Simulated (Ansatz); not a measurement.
C₃H₃, SMILES `[CH]1C=C1` radical, relaxed with UKS PBE0-D4/def2-TZVP in Ansatz from a PBE-D4/def2-SVP geometry. The force threshold is 0.005 eV/Å; the program also tests the step.

Charge 0, multiplicity 2.

Start:

```xyz
6

C     0.722    0.593   -0.122
C     0.092   -0.728   -0.246
C    -0.714    0.300   -0.011
H     1.423    0.964    0.655
H     0.208   -1.804   -0.421
H    -1.732    0.675    0.144
```

(1) By how much does the energy fall, and how many steps does the optimiser take? (Best estimate.)

(2) Which bonds change most? (Best estimate.)

(3) Give the relaxed structure. (Estimate.)

Answers

(1) The calculation gave: 3.91 kJ/mol, in 4 steps.

(2) Ansatz gave: C1–H4 from 1.110 to 1.090 Å; C2–C3 from 1.327 to 1.307 Å; C2–H5 from 1.096 to 1.077 Å; C3–H6 from 1.096 to 1.077 Å.

(3) Computed: 
```xyz
6

C     0.714    0.585   -0.115
C     0.089   -0.719   -0.241
C    -0.704    0.295   -0.010
H     1.406    0.953    0.643
H     0.201   -1.775   -0.417
H    -1.706    0.661    0.139
```
